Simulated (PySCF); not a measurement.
**Worked example for `N=[PH3]` (H4NP): ionisation energy to the radical cation**

Level of theory: ωB97X-D3(BJ)/ma-def2-TZVP single points in PySCF, grid level 2; every species was optimised with PBE0-D3(BJ)/def2-SVPD. The prefix ma- adds one diffuse s and one diffuse p function on all atoms but H. Zero-point energies come from unscaled GFN2-xTB harmonic frequencies. These were taken at the GFN2-xTB minima.

| state | structure | E / Eh |
| --- | --- | --- |
| parent | parent | -398.540634 |
| radical cation | parent | -398.201776 |
| radical cation | radical cation | -398.214955 |
| parent | radical cation | -398.520223 |

Zero-point energy of the radical cation less that of the parent: -0.104 eV. 1 Eh = 27.2114 eV.

**Question.** Work out the vertical and adiabatic ionisation energy.

**Answer.** Vertical: (-398.201776) − (-398.540634) = 0.338858 Eh = 9.22 eV. Adiabatic: 0.325679 Eh = 8.862 eV, and 8.76 eV with zero-point energy.

**Question.** And the inner reorganisation energy of self-exchange?

**Answer.** The radical cation relaxes by 358.6 meV and the parent by 555.4 meV, so λ = 914 meV.
